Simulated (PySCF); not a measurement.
# ClF₂⁺: relaxation and vibrations of the singlet

Aim: relax ClF₂⁺ as a singlet from a linear start, check by its vibrations whether the end is a minimum, and collect its spectrum and constants.

Method: PBE0, basis Cl def2-TZVP, F def2-TZVP, no relativity, density fitting; program: PySCF 2.14.0.

### 1 Starting geometry

3 atoms, charge 1, spin multiplicity 1.

Bond lengths: Cl1–F2 1.597 Å, Cl1–F3 1.597 Å. Angles: F2–Cl1–F3 180.0°.

```xyz
3
charge 1 multiplicity 1
Cl    0.0000    0.0000    0.0000
F     0.0000    0.0000    1.5974
F     0.0000    0.0000   -1.5974
```

### 2 Linear start, singlet: relaxation

One driver script runs all steps and calls PySCF; scf.py shows how it sets up the SCF of each step. The optimiser is the driver's own. Before each start the driver seeks the lowest SCF state from one or more starting densities and follows internal instabilities, so scf.py alone need not reach the same state.

The program finds D∞h symmetry in the start, which this walk keeps. The walk stops when the largest gradient is under 0.0003 Eh/bohr and the energy has settled too.

scf.py reads:

```python
from pyscf import gto, scf, dft
mol = gto.M(atom='''
Cl     0.000000     0.000000     0.000000
F      0.000000     0.000000     1.597400
F      0.000000     0.000000    -1.597400''',
    basis={'Cl': 'def2-TZVP', 'F': 'def2-TZVP'},
    charge=1, spin=0)
mf = dft.RKS(mol, xc='PBE0')
mf.grids.atom_grid = (50, 194)
aux = {'Cl': 'def2-universal-JKFIT', 'F': 'def2-universal-JKFIT'}
mf = mf.density_fit(auxbasis=aux)
mf.kernel()
```

The optimiser's trace:

| step | energy (Eh) | change (kJ/mol) | largest symmetric gradient (Eh/bohr) |
| --- | --- | --- | --- |
| 0 | -658.978764 | 0.00 | 0.00002 |

The walk ran for 0.5 s (4 threads, shared host).

Geometry (Å) and forces (eV/Å) at some steps:

```
step 0
Cl   0.000   0.000   0.000   0.000   0.000   0.000
F    0.000   0.000   1.597   0.000   0.000   0.001
F    0.000   0.000  -1.597   0.000   0.000  -0.001
```

It settles in D∞h symmetry, 0.0 kJ/mol below the start, after 0 steps: Cl–F 1.597 Å (×2); F–Cl–F 180.0°.

### 3 Hessian and properties

The point is checked on the finer grid, and tightened if its gradient asks for it. The Hessian and the dipole derivatives come from central differences of analytic gradients, with steps of 0.01 bohr.

Edit scf.py of step 2 so:

```diff
@@ -9 +9 @@
-mf.grids.atom_grid = (50, 194)
+mf.grids.atom_grid = (75, 302)
```

The driver hands on the density of the step before, so the log starts near convergence.

SCF at the final geometry:

```text
init E= -658.978711059513
  HOMO = -0.668377216350969  LUMO = -0.600238120497828  gap/eV = 1.85416
cycle= 1 E= -658.978711059508  delta_E= 4.32e-12  |g|= 5.14e-06  |ddm|= 3.5e-06
  HOMO = -0.668377048801318  LUMO = -0.600237990568736  gap/eV = 1.85416
Extra cycle  E= -658.978711059476  delta_E= 3.25e-11  |g|= 1.49e-05  |ddm|= 9.25e-06
converged SCF energy = -658.978711059476
```

The whole step took 5.5 s.

Geometry: D∞h; Cl–F 1.597 Å (×2); F–Cl–F 180.0°.

Modes, for the most abundant isotopes:

```
ω (cm⁻¹)  IR (km/mol)  μ (u)
    521i          1.9  24.93
     446         16.7  24.93
     664          0.0  19.00
     798          203  24.93
```

With 1 mode imaginary (up to 521i cm⁻¹) this point is a saddle.

Here the density breaks the symmetry of the frame, and no labels are given; pairs that should be degenerate can split.

Properties at this point:

```
Dipole moment about the centre of mass                          : 0.00 D
Highest occupied level                                          : -18.19 eV
Lowest empty level                                              : -16.33 eV
Rotational constants                                            : 0.1739 cm⁻¹
Zero-point energy (real modes)                                  : 11.4 kJ/mol
Principal polarisabilities                                      : 9.3, 10.1, 35.7 bohr³
Principal traceless quadrupole moments about the centre of mass : -2.90, 0.51, 2.39 D Å
```

Populations by atom (charges in e):

```
atom  Mulliken  Löwdin  polar tensor  Mayer order to Cl1
 Cl1      0.88    0.95          1.38                   –
F2,3      0.06    0.02         -0.19                1.23
```

Outer orbital energies (eV). occupied: -33.23, -26.28, -23.68, -23.52, -21.99, -21.75, -20.28, -18.19; empty: -16.33, -7.60, 0.65, 0.67.

Mulliken populations on Cl1: s 6.05, p 9.62, d 0.42, f 0.03.

### 4 Following the imaginary mode

The atoms are moved a little along the softest imaginary mode and relaxed again.

The program finds C2v symmetry in the start, which this walk keeps. The walk stops when the largest gradient is under 0.0003 Eh/bohr and the energy has settled too.

Edit scf.py of step 3 so:

```diff
@@ -3,3 +3,3 @@
-Cl     0.000000     0.000000     0.000000
-F      0.000000     0.000000     1.597400
-F      0.000000     0.000000    -1.597400''',
+Cl     0.093384     0.075362    -0.000000
+F     -0.085942    -0.069357     1.597400
+F     -0.085942    -0.069357    -1.597400''',
@@ -9 +9 @@
-mf.grids.atom_grid = (75, 302)
+mf.grids.atom_grid = (50, 194)
```

Steps of the walk:

| step | energy (Eh) | change (kJ/mol) | largest symmetric gradient (Eh/bohr) |
| --- | --- | --- | --- |
| 0 | -658.993395 | 0.00 | 0.04336 |
| 1 | -659.033440 | -105.14 | 0.04747 |
| 2 | -659.055323 | -162.59 | 0.06784 |
| 3 | -659.074302 | -212.42 | 0.04193 |
| 4 | -659.082291 | -233.40 | 0.02558 |
| 5 | -659.083557 | -236.72 | 0.00902 |
| 6 | -659.083734 | -237.18 | 0.00105 |
| 7 | -659.083739 | -237.20 | 0.00027 |
| 8 | -659.083739 | -237.20 | 0.00000 |

The walk took 4.7 s.

It settles in C2v symmetry, 237.2 kJ/mol below the start, after 8 steps: Cl–F 1.536 Å (×2); F–Cl–F 102.5°.

### 5 Vibrations and properties at this point

The same treatment as at the point before.

Edit scf.py of step 4 so:

```diff
@@ -3,3 +3,3 @@
-Cl     0.093384     0.075362    -0.000000
-F     -0.085942    -0.069357     1.597400
-F     -0.085942    -0.069357    -1.597400''',
+Cl     0.390008     0.314743     0.000000
+F     -0.358736    -0.289506     1.197277
+F     -0.358736    -0.289506    -1.197277''',
@@ -9 +9 @@
-mf.grids.atom_grid = (50, 194)
+mf.grids.atom_grid = (75, 302)
```

Log of the central SCF (cycles and frontier levels):

```text
init E= -659.0837162489
  HOMO = -0.664742687597482  LUMO = -0.418480500605886  gap/eV = 6.70114
cycle= 1 E= -659.083716248623  delta_E= 2.77e-10  |g|= 4.81e-05  |ddm|= 3.16e-05
  HOMO = -0.664742714257457  LUMO = -0.418480844370092  gap/eV = 6.70113
cycle= 2 E= -659.083716247415  delta_E= 1.21e-09  |g|= 9.93e-05  |ddm|= 6.52e-05
  HOMO = -0.664742706709283  LUMO = -0.418480656368263  gap/eV = 6.70113
cycle= 3 E= -659.083716248991  delta_E= -1.58e-09  |g|= 1.04e-06  |ddm|= 4.4e-05
  HOMO = -0.664742704543862  LUMO = -0.418480637284788  gap/eV = 6.70113
cycle= 4 E= -659.083716248991  delta_E= -3.41e-13  |g|= 2.54e-08  |ddm|= 4.59e-07
  HOMO = -0.664742702053637  LUMO = -0.418480631580202  gap/eV = 6.70113
Extra cycle  E= -659.083716248986  delta_E= 5.57e-12  |g|= 1.74e-08  |ddm|= 2.36e-08
converged SCF energy = -659.083716248986
```

The whole step took 7 s.

Geometry: C2v; Cl–F 1.536 Å (×2); F–Cl–F 102.4°.

Harmonic modes (main isotopes):

```tsv
symmetry	ω (cm⁻¹)	IR (km/mol)	type
a1	373	8.8	bend
a1	901	30.0	stretch
b2	919	95.6	stretch
```

Every mode is real; the point is a minimum.

Constants and moments:

| Property | Result |
| --- | --- |
| Dipole moment about the centre of mass | 1.81 D |
| Highest occupied level | -18.09 eV |
| Lowest empty level | -11.39 eV |
| Rotational constants | 1, 0.3095, 0.2363 cm⁻¹ |
| Zero-point energy | 13.1 kJ/mol |
| Principal polarisabilities | 9.4, 14.4, 20.1 bohr³ |
| Principal traceless quadrupole moments about the centre of mass | -2.82, 1.36, 1.46 D Å |
| Entropy at 298.15 K and 1 bar | 256.8 J/(mol K) |
| Heat capacity Cp at 298.15 K | 43.7 J/(mol K) |
| Enthalpy at 298.15 K above 0 K | 11.07 kJ/mol |
| Rotational symmetry number | 2 |

Charges (e) and bond orders:

```tsv
atom	Mulliken	Löwdin	polar tensor	Mayer order to Cl1
Cl1	0.91	0.97	1.31	–
F2,3	0.05	0.01	-0.16	1.20
```

Mulliken populations on Cl1: s 5.93, p 9.76, d 0.35, f 0.05.

### 6 Stability of the closed shell

At the lowest minimum the closed shell is tested against spin polarisation, on the (50, 194) grid. It is stable.

### 7 All stationary points

| spin | group | bonds | imaginary modes (cm⁻¹) | ΔE (kJ/mol) | with zero-point energy |
| --- | --- | --- | --- | --- | --- |
| singlet | C2v | Cl–F 1.536 Å (×2) | none | 0.0 | 0.0 |
| singlet | D∞h (density of lower symmetry) | Cl–F 1.597 Å (×2) | 521i | 275.7 | – |

### 8 What came out

| quantity | value |
| --- | --- |
| minimum | singlet, C2v |
| geometry | Cl–F 1.536 Å (×2); F–Cl–F 102.4° |
| wavenumbers (cm⁻¹) | 373 (a1), 901 (a1), 919 (b2) |
| dipole moment (centre of mass) | 1.81 D |
| highest occupied, lowest empty level | -18.09, -11.39 eV |
| polar-tensor charge of Cl1 | +1.31 e |
| zero-point energy | 13.1 kJ/mol |
| entropy at 298.15 K | 256.8 J/(mol K) |

From D∞h at the start the molecule goes to a C2v minimum, after a stop at a saddle point 275.7 kJ/mol higher, from which it was pushed off along an imaginary mode. The strongest infrared band lies at 919 cm⁻¹ (b2, stretch). Other starts or spin states, not run here, may lie lower.

The search up to here ran for 21 s (4 threads, shared host).
